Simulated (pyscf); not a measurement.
**Four-centre exchange: H₂N–In(Cl)–Cl + H₂ → H₂N–InH–Cl + HCl**

Gas phase, singlet surface, charge 0. Bonds broken: In2–Cl3, H7–H8. Bonds formed: In2–H7, Cl3–H8. PySCF, gas phase, ωB97X-D3(BJ)/def2-SVP geometries.

Transition state (Å):

```xyz
8

N     -0.3075     1.1433     1.0763
In    -1.2245     0.4264    -0.5681
Cl    -1.1415    -2.1943    -0.6025
Cl    -3.3362     1.0799    -1.2888
H      0.7089     1.1020     1.0715
H     -0.5976     2.0791     1.3520
H     -0.2151    -0.2537    -2.0218
H     -0.4833    -1.2436    -1.6162
```

One imaginary mode, 1200i cm⁻¹; descent along it reached the two sides named, in the forms told below.

```json
[
 {"bond": "In2–Cl3", "change": "breaks", "reactant side (Å)": "2.327", "saddle": "2.6", "product side": "2.9"},
 {"bond": "H7–H8", "change": "breaks", "reactant side (Å)": "0.763", "saddle": "1.103", "product side": "3.7"},
 {"bond": "In2–H7", "change": "forms", "reactant side (Å)": "2.7", "saddle": "1.896", "product side": "1.697"},
 {"bond": "Cl3–H8", "change": "forms", "reactant side (Å)": "3.1", "saddle": "1.538", "product side": "1.305"}
]
```

Electronic energies relative to the separated reactants (kcal/mol):

| level | barrier | reaction energy | reverse barrier |
|---|---|---|---|
| ωB97X-D3(BJ)/def2-TZVP | 33.7 | +23.6 | 10.1 |
| PBE/def2-TZVP | 27.5 | +19.9 | 7.6 |
| r²SCAN/def2-TZVP | 29.0 | +21.6 | 7.4 |
| B3LYP-D3(BJ)/def2-TZVP | 32.0 | +21.1 | 11.0 |
| PBE0-D3(BJ)/def2-TZVP | 29.3 | +20.3 | 9.0 |
| M06-2X/def2-TZVP | 34.3 | +24.1 | 10.2 |
| ωB97M-D3(BJ)/def2-TZVP | 33.3 | +19.4 | 14.0 |
| HF/def2-TZVP | 46.3 | +20.5 | 25.8 |

With ωB97M-D3(BJ)/def2-TZVP energies and thermal terms (ideal gas, 1 atm, RRHO with modes under 100 cm⁻¹ raised to 100, one conformer, R ln 2 for chiral ones without a mode under 150 cm⁻¹), in kcal/mol:

```json
[
 {"T (K)": "298", "ΔH‡": "32.9", "ΔG‡": "41.4", "ΔH": "+19.7", "ΔG": "+17.8"},
 {"T (K)": "600", "ΔH‡": "32.1", "ΔG‡": "50.4", "ΔH": "+19.1", "ΔG": "+16.1"},
 {"T (K)": "900", "ΔH‡": "32.0", "ΔG‡": "59.6", "ΔH": "+18.8", "ΔG": "+14.6"},
 {"T (K)": "1200", "ΔH‡": "32.3", "ΔG‡": "68.7", "ΔH": "+18.6", "ΔG": "+13.3"}
]
```

On the product side the descent ends in an adduct with a Cl–In contact, 8.7 kcal/mol under the separated species and 18.8 kcal/mol under the saddle at ωB97X-D3(BJ)/def2-TZVP. What is counted as broken (Cl–In) persists as a longer contact in the product adduct; parting that adduct is a step of its own. The same reactants have a lower exit, to Cl–InH–Cl + NH₃ (barrier +19.3 kcal/mol at ωB97M-D3(BJ)/def2-TZVP, against +33.3 kcal/mol here). This is the saddle that the search found; another between the same sides may lie lower. Elements past Kr carry the def2 core potentials, without spin-orbit coupling.
